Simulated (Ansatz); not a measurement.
## What a trial cell of Sc2Si3 relaxes into

Level of theory: Ansatz 0.2.0, DFT PBE, scalar-relativistic, plane waves, PAW.

The start puts Sc2Si3 on the A-type sesquioxide structure type (P-3m1, No. 164), with Sc in place of La, Si in place of O, at a guessed volume.

The final relaxation ran on this input, with the default PAW datasets:

```yaml
crystal:
  lattice:
    - [3.7052256622, 0.0, 0.0]
    - [-1.8526128311, 3.2088195502, 0.0]
    - [0.0, 0.0, 8.0970967496]
  atoms:
    - { symbol: Sc, position: [0.3333333333, 0.6666666667, 0.2048423961] }
    - { symbol: Sc, position: [0.6666666667, 0.3333333333, 0.7951576039] }
    - { symbol: Si, position: [0.0, 0.0, 0.0] }
    - { symbol: Si, position: [0.3333333333, 0.6666666667, 0.5646472001] }
    - { symbol: Si, position: [0.6666666667, 0.3333333333, 0.4353527999] }
basis:
  ecutwfc: 420
kpoints:
  mp_grid: { grid: [12, 12, 6] }
hamiltonian:
  xc: pbe
scf:
  occupations: { method: gaussian, width: 0.1 }
output:
  forces: true
  stress: true
  eigenvalues: true
relax:
  adjacent_minimum: "off"
  f_tol: 0.01
  max_steps: 80
  cell: { stress_tol: 0.05 }
```

Launched as:

```bash
ansatz run input.yaml --threads 1 --pin off --max-ram 2560MiB --backend cpu --events-out ev --progress --plain --runs-dir out
```

The run took 53 s on 1 thread of Intel(R) Xeon(R) 6975P-C (Granite Rapids), with other jobs on the host, peak memory 0.51 GiB.

The program printed at the end:

```
SCF converged after 6 iterations
Free energy (F): -6181.599113 eV
Harris-Foulkes:  -6181.599113 eV  (|F-HF|=9.09e-13)
Internal energy: -6181.580557 eV  (E = F + TS)
E sigma→0 (E₀):  -6181.589835 eV
Entropy (-TS):   -0.018556 eV (-3.711 meV/atom)
Fermi energy:    8.745852 eV
--- Per-component energies (eV) ---
  E_band       = -301.468217
  E_kinetic    = 644.940212
  E_local      = -1947.751076  (includes V_loc(G=0)·N_el)
  E_nonlocal   = 242.885249
  E_hartree    = 699.461700
  E_xc         = -376.397357
  E_vxc        = -401.432564  (∫ρ·V_xc dr)
  E_paw        = -3448.845753  (= ΣΔE_a)
  E_vpaw       = -239.033517  (= ΣTr[D̂ρ^β])
  E_aug_tail   = 0.000038  (compensation charges beyond the density's cutoff)
  E_ewald      = -1995.873570
  E_smearing   = -0.018556  (= −TS)
  E_closure    = 0.000000  (closes the sum)
  Σ components = -6181.599113   (vs F -6181.599113, Δ=0.00e0)
--- Forces (eV/Å), atoms counted from 1 ---
  atom   1  Sc     0.00000000     0.00000000    -0.00061341
  atom   2  Sc     0.00000000     0.00000000     0.00061341
  atom   3  Si     0.00000000     0.00000000     0.00000000
  atom   4  Si     0.00000000     0.00000000    -0.00028312
  atom   5  Si     0.00000000     0.00000000     0.00028312
  max |Σ_I F_I| component: 1.50e-17 eV/Å
--- Stress (GPa, compression-positive) ---
       -0.007130       0.000000       0.000000
        0.000000      -0.007130       0.000000
        0.000000       0.000000      -0.017039
  P = ⅓ Tr σ = -0.0104 GPa (-0.104 kbar)
--- Relaxed structure (4 steps of the walk, 4 accepted, 1 SCFs on fresh bases) ---
  F+E_penalty+E_count = -6181.59911350 eV   max|allowed force component| = 6.134e-4 eV/Å   (the final SCF, on the basis selected at the relaxed cell)
  cell:  # Å, volume = 96.9298 Å³
    - [3.745925, 0.000000, 0.000000]
    - [-1.872963, 3.244067, 0.000000]
    - [0.000000, 0.000000, 7.976428]
  atoms:
    - { symbol: Sc, position: [0.333333, 0.666667, 0.199314] }
    - { symbol: Sc, position: [0.666667, 0.333333, 0.800686] }
    - { symbol: Si, position: [0.000000, 0.000000, 0.000000] }
    - { symbol: Si, position: [0.333333, 0.666667, 0.565283] }
    - { symbol: Si, position: [0.666667, 0.333333, 0.434717] }
```

Absolute energies hang on the potentials; compare differences alone.

The result has space group P-3m1 (No. 164). Sc is coordinated by 3 Si at 2.68 Å and 4 Si at 2.86–2.92 Å; around Si on Wyckoff site a (1 atom of the primitive cell) lie 6 Sc at 2.68 Å; around Si on Wyckoff site d (2 atoms of the primitive cell) lie 3 Si at 2.40 Å and 4 Sc at 2.86–2.92 Å.

Against the elements it lies at -0.51 eV/atom. The zero of energy is the elements' standard structures at the same level; no fitted shifts are applied.

For metals, differences of a few meV/atom aren't resolved.

A structure relaxed within its symmetry needn't be a true minimum.